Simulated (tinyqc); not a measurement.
Inside a calculation. Method: RHF in the sto-6g basis, for HF, spin multiplicity 1. One step of it, computed by the program tinyqc.

Task: Iteration 3: diagonalisation and new density. Diagonalise F' = X^T F X, C = X C', fill 5 alpha and 5 beta electrons from the bottom; D = 2 C_occ C_occ^T. Each column has its largest component positive (the first on a tie).

extrapolated F (hartree):
```
,1F 1s,1F 2s,1F 2px,1F 2py,1F 2pz,2H 1s
1F 1s,-26.248330,-6.370994,0.000589,-0.000642,-0.021250,-1.091317
1F 2s,-6.370994,-2.903992,0.000019,-0.000021,-0.065924,-0.945589
1F 2px,0.000589,0.000019,-0.472052,-0.000227,-0.007400,0.003743
1F 2py,-0.000642,-0.000021,-0.000227,-0.472013,0.008072,-0.004083
1F 2pz,-0.021250,-0.065924,-0.007400,0.008072,-0.317090,-0.535445
2H 1s,-1.091317,-0.945589,0.003743,-0.004083,-0.535445,-0.472311
```

X:
```
,1F 1s,1F 2s,1F 2px,1F 2py,1F 2pz,2H 1s
1F 1s,1.021882,-0.127124,0.000000,0.000000,-0.005345,0.018226
1F 2s,-0.127124,1.091260,0.000000,0.000000,0.055510,-0.231768
1F 2px,0.000000,0.000000,1.000000,0.000000,0.000000,0.000000
1F 2py,0.000000,0.000000,0.000000,1.000000,0.000000,0.000000
1F 2pz,-0.005345,0.055510,0.000000,0.000000,1.043925,-0.184036
2H 1s,0.018226,-0.231768,0.000000,0.000000,-0.184036,1.111938
```

Give: F' = X^T F X; orbital energies; coefficients C; D after iteration 3.

Result:

F' = X^T F X (hartree):
```
,1,2,3,4,5,6
1,-25.8375,-3.1800,0.0007,-0.0008,-0.0409,-0.1560
2,-3.1800,-1.7210,-0.0013,0.0015,0.0876,-0.4758
3,0.0007,-0.0013,-0.4721,-0.0002,-0.0084,0.0055
4,-0.0008,0.0015,-0.0002,-0.4720,0.0092,-0.0060
5,-0.0409,0.0876,-0.0084,0.0092,-0.1520,-0.5289
6,-0.1560,-0.4758,0.0055,-0.0060,-0.5289,-0.0488
```

orbital energies (hartree): MO1 -26.2516, MO2 -1.4587, MO3 -0.5693, MO4 -0.4723, MO5 -0.4718, MO6 0.5203

coefficients C:
```
,MO1,MO2,MO3,MO4,MO5,MO6
1F 1s,0.9971,-0.2401,0.0654,0.0000,0.0040,0.0676
1F 2s,0.0125,0.9639,-0.3657,0.0000,-0.0233,-0.4475
1F 2px,0.0000,0.0001,0.0313,0.7371,-0.6749,0.0098
1F 2py,0.0000,-0.0001,-0.0342,0.6757,0.7363,-0.0107
1F 2pz,0.0017,0.0609,0.6952,0.0000,0.0207,-0.7996
2H 1s,-0.0028,0.1319,0.5498,0.0000,0.0400,1.0015
```

D after iteration 3:
```
,1F 1s,1F 2s,1F 2px,1F 2py,1F 2pz,2H 1s
1F 1s,2.1124,-0.4858,-0.0013,0.0014,0.0652,0.0033
1F 2s,-0.4858,2.1270,0.0087,-0.0095,-0.3920,-0.1499
1F 2px,-0.0013,0.0087,1.9998,0.0002,0.0156,-0.0196
1F 2py,0.0014,-0.0095,0.0002,1.9998,-0.0171,0.0214
1F 2pz,0.0652,-0.3920,0.0156,-0.0171,0.9749,0.7821
2H 1s,0.0033,-0.1499,-0.0196,0.0214,0.7821,0.6426
```
